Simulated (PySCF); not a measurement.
# chlorine and hydrogen chloride

Made of chlorine and hydrogen chloride. The whole: neutral, singlet.

| part | name | SMILES | atoms | charge | multiplicity |
| --- | --- | --- | --- | --- | --- |
| 1 | chlorine | ClCl | 1–2 | 0 | 1 |
| 2 | hydrogen chloride | Cl | 3–4 | 0 | 1 |

Z-matrix (Å and degrees, atoms numbered from 1):
```
Cl
Cl  1 1.9804
Cl  2 3.8453  1 85.57
H   3 1.2832  1 36.80  2 1.90
```

In these coordinates Cl2···H4 is 2.584 Å. Part 2 is then moved rigidly along that line, all else held; at short range other atoms may come into contact.

The starting structure comes from a short search with a few starts; no frequency run checks that it is a minimum, and another way of binding may lie lower.

Level of theory: CCSD(T)/aug-cc-pVDZ and MP2/aug-cc-pVTZ, aug-cc-pVQZ counterpoise interaction energy, frozen core, gas phase, in PySCF. The geometry comes from PBE0-D3(BJ)/def2-TZVPD.

Counterpoise energies in kcal/mol, cluster less the parts frozen as they stand in it; small is aug-cc-pVDZ, large aug-cc-pVQZ. Estimated limit: HF in aug-cc-pVQZ, MP2 correlation extrapolated as X⁻³ from aug-cc-pVTZ and aug-cc-pVQZ, and CCSD(T) less MP2 in aug-cc-pVDZ; it isn't the exact limit.

```tsv
Cl2···H4 (Å)	HF large	MP2 large	SCS-MP2 large	CCSD(T) small	CCSD(T) limit est.
2.326	2.02	-1.45	-0.60	-0.02	-1.10
2.455	1.11	-1.68	-1.00	-0.61	-1.41
2.584	0.54	-1.70	-1.16	-0.91	-1.50
2.713	0.20	-1.61	-1.17	-1.02	-1.45
2.842	?	?	?	?	?
3.230	-0.19	-0.99	-0.79	-0.80	-0.91
3.876	-0.15	-0.47	-0.39	-0.42	-0.43
5.168	?	?	?	?	?
```

Problem. Fill in the withheld rows.

Solution. 
| Cl2···H4 (Å) | HF large | MP2 large | SCS-MP2 large | CCSD(T) small | CCSD(T) limit est. |
| --- | --- | --- | --- | --- | --- |
| 2.842 | 0.00 | -1.46 | -1.11 | -1.03 | -1.33 |
| 5.168 | -0.06 | -0.13 | -0.12 | -0.12 | -0.12 |

The 8 runs took 9.7 min in all, one thread each of Arm Neoverse N1 on a shared host, launched as `OMP_NUM_THREADS=1 python cluster_run.py task.json out`.
